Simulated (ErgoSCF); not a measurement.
# SiNH3 (SMILES [N][SiH3]) at 6 levels

Wanted: a comparison of 6 runs (UHF/STO-3G, UHF/3-21G, UHF/6-31G, UHF/def2-SVP, UB3LYP/6-31G*, UPBE0/def2-SVP) of SiNH3. 

The results are computed with ErgoSCF 3.8.

4 further runs of the same task are left out: 4 that didn't finish.

**1. The structure to begin with**

The species is SiNH3 (5 atoms), meant as a triplet with charge 0. SMILES: `[N][SiH3]`. Geometry: relaxed at GFN2-xTB.

Bond lengths: N1–Si2 1.655 Å, Si2–H3 1.476 Å, Si2–H4 1.476 Å, Si2–H5 1.476 Å. Angles: N1–Si2–H3 111.3°, N1–Si2–H4 111.1°, N1–Si2–H5 111.1°, H3–Si2–H4 107.7°, H3–Si2–H5 107.7°, H4–Si2–H5 107.7°.

**2. The energy at UHF/STO-3G (run 1)**

Input file input.ego:

```
set_nthreads("env")
molecule_inline Angstrom
N  -1.536630 0.334330 0.479510
Si 0.010240 -0.002340 -0.003820
H  0.064950 -0.313200 -1.445390
H  0.555100 -1.162980 0.727210
H  0.906340 1.144190 0.242490
EOF
scf.output_mulliken_pop = 1
scf.use_diagonalization = 1
spin_polarization = 2
basis = "STO-3G"
scf.max_number_of_iterations = 120
tmpdir = "."
run "HF"
```

The basis set STO-3G is read from a file made from the Basis Set Exchange's data (not shown).

The run is started by

```
$ ergo input.ego
```

Log:

```text
[...]
INSC SCF_general constructor, number of basis functions: 17
[...]
INSC Energy   1 =       -289.95111726327
[...]
INDE E_LUMO =          0.30315622864
[...]
INSC Energy  14 =       -341.03352728663  ( diff     -0.000000000004093 )
[...]
RESC CONVERGED after  14 iterations.
RESC FINAL ENERGY:       -341.03352728663
RESC FINAL <S2> =          2.01399224641
[...]
INSC SCF: dipole_moment_x [atomic units] =       0.46777508
INSC SCF: dipole_moment_y [atomic units] =      -0.10210629
INSC SCF: dipole_moment_z [atomic units] =      -0.14788170
[...]
```

It took 1.3 s on 1 thread of Arm Neoverse V1, shared host; peak memory 0.26 GiB.

**3. A single-point energy at UHF/3-21G (run 2)**

Input file input.ego:

```
# H3NSi
set_nthreads("env")
molecule_inline
N  -2.90380985 0.63179214 0.90614257
Si 0.01935080 -0.00442196 -0.00721875
H  0.12273771 -0.59186222 -2.73139124
H  1.04898697 -2.19771369 1.37422774
H  1.71273438 2.16220573 0.45823969
EOF
basis = "3-21G"
tmpdir = "."
scf.max_number_of_iterations = 120
spin_polarization = 2
scf.output_mulliken_pop = 1
scf.use_diagonalization = 1
run "HF"
```

The basis set 3-21G is read from a file made from the Basis Set Exchange's data (not shown).

The run is started by

```
$ ergo input.ego
```

Log:

```text
[...]
INSC SCF_general constructor, number of basis functions: 28
[...]
INSC Energy   1 =       -211.03341199918
[...]
INDE E_LUMO =          0.08601864887
[...]
INSC Energy  16 =       -343.19449989945  ( diff     -0.000000000007617 )
[...]
RESC CONVERGED after  16 iterations.
RESC FINAL ENERGY:       -343.19449989945
RESC FINAL <S2> =          2.01457895675
[...]
INSC SCF: dipole_moment_x [atomic units] =       0.58553918
INSC SCF: dipole_moment_y [atomic units] =      -0.12776157
INSC SCF: dipole_moment_z [atomic units] =      -0.18508995
[...]
```

It took 1.5 s on 1 thread of Arm Neoverse V1, shared host; peak memory 0.26 GiB.

Runs 3 to 4 aren't shown in full; the table further down has their settings and results.

**4. A single-point energy at UB3LYP/6-31G(d) (spherical functions) (run 5)**

Input file input.xyz:

```xyz
5
H3NSi
N     -1.536630     0.334330     0.479510
Si     0.010240    -0.002340    -0.003820
H      0.064950    -0.313200    -1.445390
H      0.555100    -1.162980     0.727210
H      0.906340     1.144190     0.242490
```

Input file run.inp:

```
# H3NSi, B3LYP-G
set_nthreads(1)
scf.max_number_of_iterations = 120
basis = "6-31G*"
XC.sparse_mode = 0
spin_polarization = 2
tmpdir = "."
scf.use_diagonalization = 1
XC.angint = 41
XC.radint = 1e-11
scf.output_mulliken_pop = 1
molecule "input.xyz"
run "B3LYP-G"
```

The basis set 6-31G* is read from a file made from the Basis Set Exchange's data (not shown).

The run is started by

```
$ ergo < run.inp
```

Log:

```text
[...]
INDF Weighted mixed functional:
[...]
INSC Energy   1 =       -172.58405073139
[...]
INDE E_LUMO =         -0.13361829443
[...]
INSC Energy  22 =       -345.91526282315  ( diff     -0.000000000001137 )
[...]
RESC CONVERGED after  22 iterations.
RESC FINAL ENERGY:       -345.91526282315
RESC FINAL <S2> =          2.00656833465
[...]
INSC SCF: dipole_moment_x [atomic units] =       0.56812654
INSC SCF: dipole_moment_y [atomic units] =      -0.12387420
INSC SCF: dipole_moment_z [atomic units] =      -0.17895462
[...]
```

It took 13 s on 1 thread of Arm Neoverse V1, shared host; peak memory 0.26 GiB.

**5. A single-point energy at UPBE0/def2-SVP (run 6)**

Input file job.ego:

```
# single point, H3NSi
set_nthreads(1)
molecule_inline Angstrom
N       -1.536630       0.334330       0.479510
Si       0.010240      -0.002340      -0.003820
H        0.064950      -0.313200      -1.445390
H        0.555100      -1.162980       0.727210
H        0.906340       1.144190       0.242490
EOF
scf.output_mulliken_pop = 1
scf.max_number_of_iterations = 120
XC.radint = 1e-11
spin_polarization = 2
XC.sparse_mode = 0
basis = "def2-SVP"
XC.angint = 41
charge = 0
tmpdir = "."
scf.use_diagonalization = 1
run "PBE0"
```

The basis set def2-SVP is read from a file made from the Basis Set Exchange's data (not shown).

The run is started by

```
$ ergo job.ego
```

Log:

```text
[...]
INDF Weighted mixed functional:
[...]
INSC Energy   1 =       -146.82461551252
[...]
INDE E_LUMO =         -0.11963495909
[...]
INSC Energy  15 =       -345.58510667156  ( diff     -0.000000000067985 )
[...]
RESC CONVERGED after  15 iterations.
RESC FINAL ENERGY:       -345.58510667156
RESC FINAL <S2> =          2.00745678348
[...]
INSC SCF: dipole_moment_x [atomic units] =       0.54737998
INSC SCF: dipole_moment_y [atomic units] =      -0.11935176
INSC SCF: dipole_moment_z [atomic units] =      -0.17244131
[...]
```

Wall time 11 s (1 thread of Arm Neoverse V1, shared host); peak memory 0.26 GiB.

**6. Overview of the runs**

```tsv
run	level	integration grid	radint	energy (Eh)	dipole moment (D)	⟨S²⟩	wall time
1	UHF/STO-3G	–	–	-341.033527	1.27	2.014	1.3 s
2	UHF/3-21G	–	–	-343.194500	1.59	2.015	1.5 s
3	UHF/6-31G	–	–	-344.949877	1.89	2.017	3.6 s
4	UHF/def2-SVP	–	–	-344.913183	1.30	2.013	8.4 s
5	UB3LYP/6-31G* (spherical functions)	Turbo	1e-11	-345.915263	1.55	2.007	13 s
6	UPBE0/def2-SVP	Turbo	1e-11	-345.585107	1.49	2.007	11 s
```

**7. Outcome**

| quantity | value |
| --- | --- |
| run 6: total energy | -345.58511 Eh |
| run 6: dipole moment | 1.49 D |
| run 6: ⟨S²⟩ | 2.007 |

In words: The dipole moment (its size) runs from 1.27 D (UHF/STO-3G) to 1.89 D (UHF/6-31G). Totals of different functionals can't be ranked against each other. In run 1 the basis is minimal, so the values are rough. All runs together took 39 s, the longest 13 s.
